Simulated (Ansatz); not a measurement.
Basis-set extrapolation for `CCC(C)F` (PBE0-D4/def2-TZVP geometry, frozen core, Ansatz). Multiplicity 1, RHF reference.

```json
{"": "HF", "def2-TZVPP": "-256.260362", "def2-QZVPP": "-256.272211"}
{"": "MP2 correlation", "def2-TZVPP": "-0.953112", "def2-QZVPP": "-1.021745"}
{"": "CCSD(T) correlation", "def2-TZVPP": "-1.036427", "def2-QZVPP": "not run"}
```

Energies in hartree. Use E(X) = E(∞) + A·exp(−7.88·√X) for Hartree–Fock and E(X) = E(∞) + B·X^(−2.97) for correlation, with X = 3 and 4, and add CCSD(T) minus MP2 of the smaller set to the MP2 limit.

Problem. What is the CCSD(T) energy at the basis-set limit?

Solution. HF limit: -256.272211 + (-0.011849) × 0.13774 = -256.27384. MP2 limit: -1.021745 + (-0.068633) × 0.74074 = -1.07258. Higher-order term: -1.036427 − (-0.953112) = -0.08332. Total: -257.42974 hartree, 349.1 kJ/mol below CCSD(T)/def2-TZVPP.
